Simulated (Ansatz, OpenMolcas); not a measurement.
# O2 (oxygen): from total energies to a heat of formation

O2: 2 atoms, total charge 0, spin state triplet. SMILES: `O=O`. The coordinates come from a PBE0-D4/def2-TZVP relaxation.

```xyz
2

O     0.5095   -0.1648    0.2625
O    -0.5095    0.1648   -0.2625
```

Total energies at U-r2SCAN/aug-cc-pVTZ (OpenMolcas 26.06); the atoms run unrestricted:

```
species    state  energy (Eh)
     O2  triplet  -150.319145
      O  triplet   -75.056594
```

Harmonic wavenumbers at UPBE0-D4/def2-TZVP, in cm⁻¹: 1714.

Measured heats of formation of the gaseous atoms at 298.15 K, in kJ/mol: O 249.2. Spin-orbit lowering of the atoms at 298 K (mean of the ground term's levels less their thermal mean, from spectra), in kJ/mol: O 0.40. Take 1 Eh = 2625.50 kJ/mol, 1 cm⁻¹ = 0.0119627 kJ/mol, RT = 2.479 kJ/mol.

Work out the heat of formation of the gas at 298 K.


1. Electronic atomisation energy: 2 × (-75.056594) − (-150.319145) = 0.205957 Eh = 540.7 kJ/mol.
2. Zero-point energy: half the sum of the wavenumbers, 857 cm⁻¹ = 10.3 kJ/mol.
3. Thermal vibrational enthalpy, Σ hcν̃/(exp(hcν̃/kT) − 1): 0.0 kJ/mol. Translation, rotation and pV of a linear molecule: 3.5 RT = 8.7 kJ/mol.
4. The 2 free atoms carry 5/2 RT each: 12.4 kJ/mol.
5. Spin-orbit coupling lowers the free atoms by 2 × 0.40 = 0.8 kJ/mol.
6. Atomisation enthalpy at 298 K: 540.7 − 0.8 − 10.3 − 0.0 − 8.7 + 12.4 = 533.3 kJ/mol.
7. Sum of the atoms' heats of formation: 498.4 kJ/mol. Heat of formation: 498.4 − 533.3 = -34.9 kJ/mol.

No measured value is set beside it here. Anharmonicity and any spin-orbit splitting of the molecule are left out.
